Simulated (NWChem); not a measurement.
# BF2 (SMILES F[B]F) at ROSPW92/6-31G

Aim: the energy change on altering one bond length of BF2 at ROSPW92/6-31G, from 2 runs. 

The results are computed with NWChem 7.3.0.

### 1 Starting point

BF2 has 3 atoms, charge 0, and is taken as a doublet. SMILES: `F[B]F`. The shape is that of a PBE0-D4/def2-TZVP optimisation.

Bond lengths: F1–B2 1.306 Å, B2–F3 1.306 Å. Angles: F1–B2–F3 121.1°.

### 2 Energy and forces at ROSPW92/6-31G

Input file bf2.xyz:

```xyz
3

F      0.513100    -1.044300     0.160000
B      0.279000     0.240500     0.181300
F     -0.802900     0.738900    -0.354600
```

Input file run.py:

```python
from ase.io import read
from ase.calculators.nwchem import NWChem

molecule = read('bf2.xyz')

calc = NWChem(
    label='bf2',
    theory='dft',
    memory='2200 mb',
    basis='6-31G',
    basispar='spherical bse',
    dft={'xc': 'slater pw91lda', 'mult': '2', 'rodft': None, 'cgmin': None, 'grid': 'medium', 'iterations': '100', 'mulliken': None},
)
molecule.calc = calc

forces = molecule.get_forces()
e = molecule.get_potential_energy()
print(f"E = {e:.6f} eV")
print("forces (eV/A):")
for s, f in zip(molecule.symbols, forces):
    print(f"{s:2s} {f[0]:10.5f} {f[1]:10.5f} {f[2]:10.5f}")
```

Command:

```sh
$ export ASE_NWCHEM_COMMAND="nwchem PREFIX.nwi > PREFIX.nwo"
$ python run.py
```

The program printed:

```text
E = -6066.725338 eV
forces (eV/A):
F     0.38459   -1.83813   -0.00324
B     1.15257    1.07158    0.75781
F    -1.53711    0.76655   -0.75457
```

The calculator wrote bf2.nwi:

```
title "bf2"

permanent_dir bf2

scratch_dir bf2

start bf2

geometry units angstrom nocenter noautosym noautoz
  F  5.1310000000000000e-01 -1.0443000000000000e+00 1.6000000000000000e-01
  B  2.7900000000000003e-01 2.4049999999999999e-01 1.8129999999999999e-01
  F  -8.0289999999999995e-01 7.3890000000000000e-01 -3.5460000000000003e-01
end

memory 2200 mb

basis spherical bse noprint
   * library 6-31G
end

dft
  xc slater pw91lda
  mult 2
  rodft
  cgmin
  grid medium
  iterations 100
  mulliken
end

task dft gradient
```

bf2.nwo:

```text
Northwest Computational Chemistry Package (NWChem) 7.3.0
             --------------------------------------------------------

           Job information
           ---------------

    nwchem branch   = 7.3.0
    use scalapack   = T
    input           = bf2.nwi
    prefix          = bf2.
    data base       = bf2/bf2.db
    status          = startup
    nproc           =        1

           Memory information
           ------------------

    heap     =     72089596 doubles =      550.0 Mbytes
    stack    =     72089601 doubles =      550.0 Mbytes
    global   =    144179200 doubles =     1100.0 Mbytes (distinct from heap & stack)
    total    =    288358397 doubles =     2200.0 Mbytes
    verify   = yes
    hardfail = no

           Directory information
           ---------------------

  0 permanent = bf2
  0 scratch   = bf2

                                NWChem Input Module
                                -------------------

                                        bf2
                                        ---

 Scaling coordinates for geometry "geometry" by  1.889725989
 (inverse scale =  0.529177249)

                             Geometry "geometry" -> ""
                             -------------------------

 Output coordinates in angstroms (scale by  1.889725989 to convert to a.u.)

[... 14 lines left out ...]
            Nuclear Dipole moment (a.u.)
[... 63 lines left out ...]
          Convergence on density requested:  1.00D-05
[... 18 lines left out ...]
          Spatial weights used:  Erf1
[... 3 lines left out ...]
          Convergence aids based upon iterative change in
[... 36 lines left out ...]
 Convergence threshold     :          5.000E-04
[... 18 lines left out ...]
         Total DFT energy =     -222.948045827377
[... 1 line left out ...]
           Coulomb energy =      165.796646079205
[... 1 line left out ...]
 Nuclear repulsion energy =       55.302288303504
[... 233 lines left out ...]
          Convergence on energy requested:  1.00D-06
[... 1 line left out ...]
          Convergence on gradient requested:  5.00D-04
[... 19 lines left out ...]
          Convergence Information
[... 2 lines left out ...]
          total energy or number of iterations.
[... 4 lines left out ...]

                    Damping( 0%)  Levelshifting(0.5)       DIIS
                  --------------- ------------------- ---------------
          dE  on:    start            ASAP                start
          dE off:    2 iters        100 iters           100 iters

      Screening Tolerance Information
      -------------------------------
          Density screening/tol_rho:  1.00D-10
          AO Gaussian exp screening on grid/accAOfunc:  14
          CD Gaussian exp screening on grid/accCDfunc:  20
          XC Gaussian exp screening on grid/accXCfunc:  20
          Schwarz screening/accCoul:  1.00D-08

                            NWChem DFT Gradient Module
                            --------------------------

                                        bf2

  charge          =   0.00
  wavefunction    = open shell

                         DFT ENERGY GRADIENTS

    atom               coordinates                        gradient
                 x          y          z           x          y          z
   1 F       0.969618  -1.973441   0.302356   -0.007479   0.035746   0.000063
   2 B       0.527234   0.454479   0.342607   -0.022414  -0.020839  -0.014737
   3 F      -1.517261   1.396319  -0.670097    0.029892  -0.014907   0.014674

                 ----------------------------------------
                 |  Time  |  1-e(secs)   |  2-e(secs)   |
                 ----------------------------------------
                 |  CPU   |       0.00   |       0.08   |
                 ----------------------------------------
                 |  WALL  |       0.00   |       0.08   |
                 ----------------------------------------

 Task  times  cpu:        0.6s     wall:        0.6s
 Total times  cpu:        0.6s     wall:        0.6s
```

Wall time 1.7 s (1 thread of Intel Xeon 6975P-C (Granite Rapids), shared host); peak memory 0.21 GiB.

### 3 The distorted shape, same level

Input file calc.nw:

```
start calc
title "BF2"
memory 2200 mb
charge 0

geometry units angstroms noautosym nocenter noautoz
   F     0.630150   -1.686700    0.149350
   B     0.279000    0.240500    0.181300
   F    -0.802900    0.738900   -0.354600
end

basis spherical bse
   F library 6-31G
   B library 6-31G
end

dft
   xc slater pw91lda
   mult 2
   rodft
   cgmin
   grid medium
   maxiter 100
   mulliken
   print medium
end

task dft gradient
```

Command:

```sh
$ nwchem calc.nw > calc.out
```

The program printed:

```text
[...]
          Wavefunction type:  restricted open shell.
          No. of atoms     :     3
          No. of electrons :    23
[...]
          Charge           :     0
          Spin multiplicity:     2
[...]
          AO basis - number of functions:    27
[...]
              XC Information
              --------------
                        Slater Exchange Functional  1.000 local
            Perdew 1991 LDA Correlation Functional  1.000 local
[...]
         Total DFT energy =     -222.853706208797
      One electron energy =     -401.339676141725
           Coulomb energy =      156.366802404120
    Exchange-Corr. energy =      -23.243008897298
 Nuclear repulsion energy =       45.362176426106
[...]
  wavefunction    = open shell
                         DFT ENERGY GRADIENTS
    atom               coordinates                        gradient
                 x          y          z           x          y          z
   1 F       1.190811  -3.187401   0.282231    0.018430  -0.089140  -0.000276
   2 B       0.527234   0.454479   0.342607   -0.024569   0.088053  -0.003221
   3 F      -1.517261   1.396319  -0.670097    0.006139   0.001087   0.003498
[...]
```

Run time: 1.7 s. Hardware: 1 thread of Intel Xeon 6975P-C (Granite Rapids), shared host; peak memory 0.21 GiB.

### 4 Results

At ROSPW92/6-31G:

```
                                                         quantity          value
                                        first shape: total energy  -222.94805 Eh
                            first shape: largest force on an atom     1.878 eV/Å
                                    distorted shape: total energy  -222.85371 Eh
                        distorted shape: largest force on an atom     4.704 eV/Å
energy change with the F1–B2 bond stretched from 1.306 to 1.959 Å       2.567 eV
```

What this shows: With the F1–B2 bond stretched from 1.306 to 1.959 Å the energy rises by 2.57 eV (59 kcal/mol). The first shape isn't relaxed at this level, so the change isn't measured from a minimum. The largest force (first shape) is 1.88 eV/Å: the shape isn't a stationary point for this species at this level.
